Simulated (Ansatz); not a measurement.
Geometry optimisation, Ansatz, RKS revPBE/def2-SVP.

Input file:

```yaml
crystal:
  periodic: [false, false, false]
  atoms:
    - { symbol: Al, position_ang: [0.0, 0.0, 0.0] }
    - { symbol: "N", position_ang: [0.0, 0.0, 1.92] }
    - { symbol: H, position_ang: [-0.877, -0.2713, 2.45] }
    - { symbol: H, position_ang: [0.877, 0.2713, 2.45] }
    - { symbol: H, position_ang: [1.351, 0.0, -0.78] }
    - { symbol: F, position_ang: [-1.4635, 0.0, -0.845] }
basis:
  gaussian: { orbitals: def2-SVP }
hamiltonian:
  xc: revpbe
relax:
  f_tol: 0.02
  max_steps: 40
```

Run as:

```bash
$ ansatz run input.yaml --threads 1 --pin off --max-ram 2048MiB --backend cpu --events-out ev --progress --plain --runs-dir out
```

Q: Where does it end, and by what steps?

A: The forces met the threshold. After 7 steps the energy has fallen by 0.335 eV; H4 moved furthest, 0.21 Å.

```json
{"step": "0", "energy less start (eV)": "0.0000", "largest force component (eV/Å)": "2.444", "accepted": "yes"}
{"step": "1", "energy less start (eV)": "-0.2510", "largest force component (eV/Å)": "1.124", "accepted": "yes"}
{"step": "2", "energy less start (eV)": "-0.3041", "largest force component (eV/Å)": "0.897", "accepted": "yes"}
{"step": "3", "energy less start (eV)": "-0.3238", "largest force component (eV/Å)": "0.593", "accepted": "yes"}
{"step": "4", "energy less start (eV)": "-0.3109", "largest force component (eV/Å)": "1.305", "accepted": "no"}
{"step": "5", "energy less start (eV)": "-0.3340", "largest force component (eV/Å)": "0.103", "accepted": "yes"}
{"step": "6", "energy less start (eV)": "-0.3354", "largest force component (eV/Å)": "0.050", "accepted": "yes"}
{"step": "7", "energy less start (eV)": "-0.3354", "largest force component (eV/Å)": "0.004", "accepted": "yes"}
```

```xyz
6
Properties=species:S:1:pos:R:3
Al 0.018 0.004 0.053
N -0.010 0.000 1.834
H -0.848 -0.074 2.415
H 0.820 0.071 2.428
H 1.366 0.122 -0.775
F -1.457 -0.123 -0.760
```

The run took 13 s on 1 thread of Arm Neoverse V1 (shared host), peak memory 0.12 GiB.
